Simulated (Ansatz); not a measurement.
`FC1C=CCC1` and `CC1C=CCC1` differ in one atom or group.

Ansatz, PBE0-D4/def2-TZVP geometries, multiplicity 1. 

| property | `FC1C=CCC1` |
| --- | --- |
| LUMO energy (PBE/def2-TZVPP) / eV | -1.07 |
| HOMO–LUMO gap (PBE/def2-TZVPP) / eV | 5.38 |
| LUMO energy (ωB97M-V/def2-TZVPP) / eV | 2.10 |
| size of the dipole moment (PBE/def2-TZVPP) / D | 1.93 |
| LUMO energy (PBE0/def2-TZVPP) / eV | -0.02 |
| HOMO energy (ωB97M-V/def2-TZVPP) / eV | -9.83 |

Question: Give the same properties after the change, and the shifts. (Estimate.)

Answer: Ansatz gave: 
```json
{"property": "LUMO energy (PBE/def2-TZVPP) / eV", "`CC1C=CCC1`": "-0.48", "shift": "0.59"}
{"property": "HOMO–LUMO gap (PBE/def2-TZVPP) / eV", "`CC1C=CCC1`": "5.28", "shift": "-0.10"}
{"property": "LUMO energy (ωB97M-V/def2-TZVPP) / eV", "`CC1C=CCC1`": "2.45", "shift": "0.35"}
{"property": "size of the dipole moment (PBE/def2-TZVPP) / D", "`CC1C=CCC1`": "0.22", "shift": "-1.71"}
{"property": "LUMO energy (PBE0/def2-TZVPP) / eV", "`CC1C=CCC1`": "0.55", "shift": "0.57"}
{"property": "HOMO energy (ωB97M-V/def2-TZVPP) / eV", "`CC1C=CCC1`": "-9.09", "shift": "0.74"}
```

With PBE0 the HOMO rises by 0.73 eV and the LUMO rises by 0.57 eV, so the gap narrows by about 0.16 eV. PBE moves the HOMO by 0.70 eV and ωB97M-V by 0.74 eV. The zero-point energy changes by 93.5 kJ/mol with +9 modes. Dipoles are sizes alone; their direction can turn.
